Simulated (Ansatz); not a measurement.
## CHBGe, triplet: the ladder up to UCCSDT(Q)

Geometry: that of the CHBGe, singlet, kept fixed.

```yaml
atoms:
  - { symbol: B, position_ang: [0.0000, -0.9221, -1.1855] }
  - { symbol: Ge, position_ang: [0.0000, 0.0575, 0.4720] }
  - { symbol: C, position_ang: [0.0000, 0.3710, -1.6114] }
  - { symbol: H, position_ang: [0.0000, 1.3288, -2.1019] }
```

Basis cc-pVDZ; Ansatz 0.2.0. Only valence electrons are correlated (noble-gas cores and the filled d shells of p-block atoms frozen), which leaves 12 electrons in 44 orbitals. R marks a restricted (for open shells ROHF) determinant, U an unrestricted one. No spin–orbit coupling is included, and no scalar relativity.

Full CI isn't at hand for all of this; UCCSDT(Q) serves as the reference, and is uncertain by about the last step of the cluster series.

Unrestricted rows (U) aren't spin-pure: their determinants' ⟨S²⟩ exceeds S(S+1) by up to 0.21, so they mix in states of higher spin.

- UHF ⟨S²⟩: 2.208
- T1 diagnostic (RCCSD): 0.0509
- largest doubles amplitude (RCCSD): 0.067
- T1 diagnostic (UCCSD): 0.0484

Question: From what is known of these methods and the diagnostics, rank them by the size of their error in total energy against UCCSDT(Q) in cc-pVDZ, smallest first (an estimate: the text doesn't fix the numbers).
A. UCCSDT
B. UMP2
C. UCCSD(T)
D. UCCSD
E. UHF

Answer: A (1.03 kcal/mol), C (2.23 kcal/mol), D (11.79 kcal/mol), B (31.95 kcal/mol), E (187.07 kcal/mol).

All errors are against UCCSDT(Q) in cc-pVDZ. T1 is large (0.051) while the doubles stay small, which points to orbital relaxation. Within each family the higher level lies nearer, as is usual though not guaranteed.
